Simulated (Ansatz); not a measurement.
water (SMILES O) moved off its minimum; all values from Ansatz (a first-principles code), cores frozen in correlated methods.
(charge 0, multiplicity 1)
```xyz
3

O     -0.00468     0.14843     0.09114
H     -0.72363    -0.45398    -0.01831
H      0.83352    -0.41990    -0.03332
```

Forces at PBE/def2-TZVPP (eV/Å):

```json
[
 {"atom": "O1", "Fx": "2.790", "Fy": "-0.174", "Fz": "-0.073"},
 {"atom": "H2", "Fx": "-0.950", "Fy": "-0.945", "Fz": "-0.174"},
 {"atom": "H3", "Fx": "-1.840", "Fy": "1.119", "Fz": "0.248"}
]
```

**Question.** Give the forces (eV/Å), the total energy and the dipole at CCSD(T)/aug-cc-pVTZ.

**Answer.** 
| atom | Fx | Fy | Fz |
|---|---|---|---|
| O1 | 2.817 | -0.608 | -0.160 |
| H2 | -0.663 | -0.715 | -0.133 |
| H3 | -2.154 | 1.324 | 0.293 |
Energy -76.3391 hartree, dipole 1.84 D.
